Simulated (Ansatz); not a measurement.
A made-up structure of C2H3N, closed shell:

```xyz
6
angstrom
C -0.6723 -0.2090 -0.2485
C 0.4646 0.2933 -0.5054
N 0.0720 0.3200 0.9445
H 1.0118 -0.0049 -1.3630
H 1.2543 0.6755 -1.1246
H 0.5268 -0.4742 1.4035
```

It is relaxed with PBE-D4/def2-SVP and then PBE0-D4/def2-TZVP (Ansatz 0.2.0). Atoms count as bonded within 1.22 times the sum of their covalent radii (H–H: 0.88 Å). The end point is not checked to be a true minimum.

Task: Does its bonding change? (Judge from chemistry; the calculation decides.)

Result: By the calculation: Yes. Formed: none; broken: H4–H5.

Where it ends: The first stage lowers the energy by 5.73 eV in 12 steps. It ends as C₂H₃N ([C]1[CH2][NH]1):
```
6
angstrom
C -0.8024 0.0186 -0.1637
C 0.6530 0.2340 -0.7043
N 0.2122 -0.0781 0.6065
H 1.1132 -0.5559 -1.2892
H 0.9906 1.2464 -0.9012
H 0.4907 -0.2643 1.5584
```

Labels in which every atom is bracketed show which atoms are joined, not bond orders.

For scale, one of the runs: PBE0-D4/def2-TZVP relaxation, 111 basis functions, launched by `ansatz run in.yaml --threads 2 --pin off --events-out ev --progress --plain --max-ram 4352MiB`. Hardware: 2 CPU threads of an AMD EPYC 7B13, shared host. Wall time about 6 s.
